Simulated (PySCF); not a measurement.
# Electron affinity of Cl by level of theory

Cl⁻ [Ar] (1S) → Cl [Ne] 3s2 3p5 (2P), as a difference of total energies. Computed with PySCF 2.14 in aug-cc-pCVTZ-DK with one added diffuse shell each of s, p, d, f type (9s8p6d4f, 91 functions), with the spin-free X2C one-electron Hamiltonian (Gaussian nucleus). Correlated levels: valence and next inner shell: 1s2 frozen. The calculations carry no spin-orbit coupling.

**Question.** Order these methods by the electron affinity they give, lowest first.
A. MP2 (valence and next inner shell)
B. CCSD(T) (valence and next inner shell)
C. CCSD (valence and next inner shell)
D. SCS-MP2 (valence and next inner shell)

**Answer.** C (3.398 eV), B (3.496 eV), D (3.532 eV), A (3.633 eV).

A first-order spin-orbit estimate (lowest level to lowest level, LS coupling) adds -0.035 eV.

Errors of the correlated levels include the incompleteness of this basis and the frozen core.

For comparison: 3.613 eV (measured; photodetachment measurements, as compiled on the Wikipedia data page of electron affinities).
